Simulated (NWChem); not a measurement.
oxygen (O2, triplet); SMILES O=O

Results from NWChem. Spin-unrestricted. Medium grid unless said otherwise, to which SCAN and Minnesota functionals are sensitive. The geometry was optimised at PBE0/def2-SVP, spin-unrestricted. No stability test was run on the SCF state. B3LYP is NWChem's, with the RPA form of VWN correlation.

**Question.** Order these by “lowest empty minus highest occupied level, either spin (eV)”, lowest first: M06-2X/def2-SVP; BLYP/def2-SVP; M06-L/def2-SVP; M06/def2-SVP.

**Answer.** BLYP/def2-SVP (2.32), M06-L/def2-SVP (3.14), M06/def2-SVP (5.76), M06-2X/def2-SVP (9.52)
